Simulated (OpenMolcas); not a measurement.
**CH5AlO (SMILES C[O][AlH2]): MP2/def2-SV(P)**

Aim: the energy difference between two shapes of CH5AlO at MP2/def2-SV(P), from 2 runs. 

The calculation is run with OpenMolcas 26.06.

10 further runs of the same task are left out: 1 that didn't finish, 9 set aside as unsound or not needed.

**1. The molecule**

CH5AlO: 8 atoms, total charge 0, spin state singlet. SMILES: `C[O][AlH2]`. The shape comes from GFN2-xTB, which is rough for such elements, and wasn't checked as a minimum.

Bond lengths: C1–O2 1.402 Å, O2–Al3 1.642 Å, C1–H4 1.092 Å, C1–H5 1.092 Å, C1–H6 1.093 Å, Al3–H7 1.532 Å, Al3–H8 1.533 Å. Angles: C1–O2–Al3 179.9°, O2–C1–H4 109.9°, O2–C1–H5 109.9°, O2–C1–H6 109.9°, O2–Al3–H7 119.6°, O2–Al3–H8 119.6°, H4–C1–H5 109.1°, H4–C1–H6 109.1°, H5–C1–H6 109.0°, H7–Al3–H8 120.8°.

**2. Energy and gradient at MP2/def2-SV(P)**

Contents of run.input:

```
* CH5AlO MP2
>>> EXPORT MOLCAS_PRINT=2

&gateway
  baslib = $CurrDir
  coord
  8
  angstrom
  C       -0.529740       1.185050      -0.427750
  O        0.012590      -0.030760       0.011880
  Al       0.650280      -1.454480       0.524800
  H       -1.204770       1.008090      -1.267310
  H        0.270570       1.855540      -0.748210
  H       -1.086720       1.658460       0.384440
  H        2.075810      -1.487150       1.086320
  H       -0.188010      -2.734740       0.435830
  basis = def2-SVP
  group = NoSym

&seward

&scf
  prorbitals = 1 2

&mbpt2
  frozen = 7
  grdt

&alaska
```

The basis set def2-SV(P) is read from a file made from the Basis Set Exchange's data (not shown).

On the command line:

```console
export MOLCAS_MEM=1860
pymolcas run.input > run.log
```

Standard output:

```text
--- Start Module: gateway ---
[...]
--- Stop Module: gateway /rc=_RC_ALL_IS_WELL_ ---
[...]
      Basis functions           56
[...]
       Convergence after  10 Iterations
[...]
::    Total SCF energy                               -357.4059112201
[...]
      Total spin, S                                     0.0000000000
[...]
      Total electronic charge=   32.000000
      Total            charge=   -0.000000
[...]
--- Start Module: mbpt2 ---
[...]
WARNING!
Default frozen orbitals as non valence orbitals is overwritten by user input.
Default values:   4
[...]
       Reference weight ( Cref**2 )         =        0.89941
::    Total MBPT2 energy                             -357.7616952764
[...]
      Dipole Moment (debye):
      Origin of the operator (angstrom)=    0.1875   -0.4201    0.1517
                   X= -6.0542E-01               Y=  1.3499E+00               Z= -4.7745E-01           Total=  1.5546E+00
      Quadrupole Moment (debye*angstrom):
[...]
      Total MBPT2 calculations                           0.74      0.92
--- Stop Module: mbpt2 /rc=_RC_ALL_IS_WELL_ ---
[...]
--- Start Module: alaska ---
[...]
 *              Molecular gradients               *
 **************************************************
  Irreducible representation: a
 ------------------------------------------------------------------------------------------
                              X                       Y                       Z
 ------------------------------------------------------------------------------------------
  C1               -8.11367142449626E-03    1.72048446098243E-02   -5.98531434932292E-03
  O2                1.22597684036585E-02   -2.68639662236851E-02    9.03380588448721E-03
  AL3              -2.74019940242365E-03    6.35903423783368E-03   -2.20523237571690E-03
  H4                6.12779226632387E-03   -3.06402940529416E-04    6.81593526132351E-03
  H5               -5.25056159407189E-03   -6.66512417797094E-03    2.76249395220973E-03
  H6                4.46685624991416E-03   -4.46951224406811E-03   -5.11317723315496E-03
  H7               -1.73479967494621E-02   -3.01159045165866E-04   -6.67421764503295E-03
  H8                1.05980122505476E-02    1.50422857838000E-02    1.36570650520663E-03
[...]
--- Stop Module: alaska /rc=_RC_ALL_IS_WELL_ ---
[...]
```

Run time: 4.5 s. Hardware: 1 thread of Arm Neoverse V1, shared host; peak memory 0.39 GiB.

**3. The distorted shape at the same level**

Contents of run.inp:

```
&GATEWAY
 BasLib
 $CurrDir
 Coord
 8
 angstrom
 C       -0.424144       1.263457      -0.257623
 O       -0.017486       0.019310       0.091746
 Al       0.752025      -1.432691       0.345244
 H       -1.316332       0.905565      -1.096233
 H        0.382584       1.966829      -0.678741
 H       -1.131542       1.544519       0.439689
 H        2.286480      -1.431218       0.989844
 H       -0.159921      -2.650870       0.523388
 Basis
 def2-SVP
 Group
 NoSym

&SEWARD

&SCF
 PrOrbitals
 1 2

&MBPT2
 Frozen
 7
 Grdt

&ALASKA
```

The basis set def2-SV(P) is read from a file made from the Basis Set Exchange's data (not shown).

On the command line:

```console
export MOLCAS_MEM=1860
pymolcas run.inp > run.log
```

Standard output:

```text
--- Start Module: gateway ---
[...]
--- Stop Module: gateway /rc=_RC_ALL_IS_WELL_ ---
[...]
      Basis functions           56
[...]
       Convergence after  10 Iterations
[...]
::    Total SCF energy                               -357.3596504760
[...]
      Total spin, S                                     0.0000000000
[...]
      Total electronic charge=   32.000000
      Total            charge=   -0.000000
[...]
--- Start Module: mbpt2 ---
[...]
WARNING!
Default frozen orbitals as non valence orbitals is overwritten by user input.
Default values:   4
[...]
       Reference weight ( Cref**2 )         =        0.89562
::    Total MBPT2 energy                             -357.7204626932
[...]
      Dipole Moment (debye):
      Origin of the operator (angstrom)=    0.2497   -0.3807    0.1311
                   X= -1.8807E-01               Y=  8.7285E-01               Z= -1.2316E+00           Total=  1.5212E+00
      Quadrupole Moment (debye*angstrom):
[...]
      Total MBPT2 calculations                           0.69      0.97
--- Stop Module: mbpt2 /rc=_RC_ALL_IS_WELL_ ---
[...]
--- Start Module: alaska ---
[...]
 *              Molecular gradients               *
 **************************************************
  Irreducible representation: a
 ------------------------------------------------------------------------------------------
                              X                       Y                       Z
 ------------------------------------------------------------------------------------------
  C1                4.16203621963785E-02    4.24555290633553E-02    1.05021422881400E-01
  O2               -3.19131457247437E-02    1.78078143480946E-02   -1.23579742261762E-02
  AL3              -2.65412782045331E-02   -7.50772811123213E-03   -2.75970758108388E-02
  H4               -4.79445999077779E-02   -4.05994291343884E-02   -1.83322073581436E-02
  H5                2.39162140254505E-02    1.27213568094917E-02   -1.58139175454552E-02
  H6                1.92705279390690E-02   -4.23822667618500E-02   -4.95442427026862E-02
  H7                1.29099278011116E-02    9.75403507590622E-04    1.35813309239896E-02
  H8                8.68199187505958E-03    1.65293202789338E-02    5.04266383790608E-03
[...]
--- Stop Module: alaska /rc=_RC_ALL_IS_WELL_ ---
[...]
```

Wall time 4.5 s (1 thread of Arm Neoverse V1, shared host); peak memory 0.39 GiB.

**4. Outcome**

At MP2/def2-SV(P), 7 core orbitals frozen:

```
                                                    quantity          value
                                   first shape: total energy  -357.76170 Eh
             first shape: dipole moment (mean-field density)         1.34 D
            first shape: HOMO energy (Hartree–Fock orbitals)      -11.07 eV
            first shape: LUMO energy (Hartree–Fock orbitals)        2.14 eV
          first shape: HOMO–LUMO gap (Hartree–Fock orbitals)       13.21 eV
    first shape: correlation energy (7 core orbitals frozen)     -355.8 mEh
                       first shape: largest force on an atom     1.588 eV/Å
                               distorted shape: total energy  -357.72046 Eh
         distorted shape: dipole moment (mean-field density)         1.41 D
        distorted shape: HOMO energy (Hartree–Fock orbitals)      -10.65 eV
        distorted shape: LUMO energy (Hartree–Fock orbitals)        1.57 eV
      distorted shape: HOMO–LUMO gap (Hartree–Fock orbitals)       12.22 eV
distorted shape: correlation energy (7 core orbitals frozen)     -360.8 mEh
                   distorted shape: largest force on an atom     6.206 eV/Å
                      energy change with the atoms displaced       1.122 eV
```

With the atoms displaced the energy rises by 1.12 eV (108 kJ/mol). The first shape isn't relaxed at this level, so the change isn't measured from a minimum. The largest force (first shape) is 1.59 eV/Å: the shape isn't a stationary point for this species at this level. Mulliken charges (distorted shape) of the mean-field density run from -0.77 on O2 to +0.94 on Al3.
